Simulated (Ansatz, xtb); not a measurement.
# Ranking isomers of C4H7NO

10 gas-phase structures of C4H7NO, from a drawn sample of its isomers (lower ones may exist). Each was relaxed with GFN2-xTB; where two conformers were screened, the lower at r2SCAN-D4/def2-SVP is listed:

A. `C/N=C\CC=O`, a singlet
B. `[H]/N=C(/C=C)OC`, a singlet
C. `C=C(C)C(N)=O`, a singlet
D. `C=CCNC=O`, a singlet
E. `CCOCC#N`, a singlet
F. `C=C/N=C\OC`, a singlet
G. `[H]/N=C(/C)C(C)=O`, a singlet
H. `C=NC(=O)CC`, a singlet
I. `C/N=C/[C@@H]1CO1`, a singlet
J. `O=CNC1CC1`, a singlet

Q: Which do you expect lowest at r2SCAN-D4/def2-SVP, and how would the others follow?

A: Calculated order at r2SCAN-D4/def2-SVP: C (0.0), D (52.4), G (54.4), J (67.5), H (71.8), B (119.3), E (121.7), A (136.8), F (164.2), I (204.2) kJ/mol. Less than 1 kcal/mol parts D and G; B and E, so the order within those pairs means little.

Energies above the lowest of each column, in kJ/mol; the last columns are at B3LYP-D3(BJ)/def2-SVP geometries and were run for some of them only (a dash: not run or not comparable):

```
structure  GFN2-xTB  HF/STO-3G  r2SCAN-D4/def2-SVP  B3LYP-D3(BJ)/def2-SVP  CCSD(T)/def2-SVP + ΔMP2/def2-TZVPP
        C       2.3      116.6                 0.0                    0.0                                 0.0
        D      29.5      154.6                52.4                   45.5                                50.0
        G      48.6       81.3                54.4                   47.1                                41.7
        J       0.0      127.5                67.5                   76.1                                   –
        H      22.9      125.8                71.8                   58.4                                   –
        B      69.7      161.9               119.3                      –                                   –
        E      75.4        0.0               121.7                      –                                   –
        A      72.2      141.7               136.8                      –                                   –
        F      63.3      208.2               164.2                      –                                   –
        I      79.7      157.2               204.2                      –                                   –
```

CCSD(T)/def2-SVP + ΔMP2/def2-TZVPP puts C lowest of those it was run on; GFN2-xTB picks J, HF/STO-3G picks E. CCSD(T)/def2-SVP + ΔMP2/def2-TZVPP orders those it was run on as C (0.0), G (41.7), D (50.0) kJ/mol. Flexible structures stand in one conformer each, not always the lowest. Frequencies (GFN2-xTB) were run for C, D, G alone. ΔMP2 is the change of the MP2 energy from the smaller to the larger basis.

Over these structures GFN2-xTB departs from r2SCAN-D4/def2-SVP by 29.2 kJ/mol on average once a common shift is removed. A GFN2-xTB relaxation took about 0.15 s and the r2SCAN-D4/def2-SVP energy about 2.1 s on a shared host (Ansatz 0.2.0, xtb 6.7.1).
